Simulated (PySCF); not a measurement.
# J couplings in C2F3N

Bonds (- single, = double, # triple, : aromatic): N1#C2 1.154 Å, C2-C3 1.486 Å, C3-F4 1.323 Å, C3-F5 1.323 Å, C3-F6 1.324 Å.

Method: B3LYP/pcJ-1//PBE0-D3(BJ)/def2-SVP, PySCF; isolated molecule, single conformer, non-relativistic. Couplings are averaged over pairs made equivalent by symmetry, fast rotation or ring inversion, so a value needn't be that of the named pair in this geometry, while other rotamers aren't included; one pair stands for each set, and the list holds those of at least 0.8 Hz over up to four bonds. One-bond C–F couplings come out tens of Hz too large with common functionals.

Isotopes: 13C, 19F, 15N.

```csv
pair,bonds,J (Hz)
"N1, C2",1,-17.3
"C2, C3",1,131.8
"C3, F4",1,?
"N1, C3",2,1.3
"C2, F4",2,64.3
"F4, F5",2,?
```

**Question.** Estimate the withheld couplings, with signs.

**Answer.** 
- 1J(C3,F4) = -340.5 Hz (bond length 1.323 Å)
- 2J(F4,F5) = 75.2 Hz
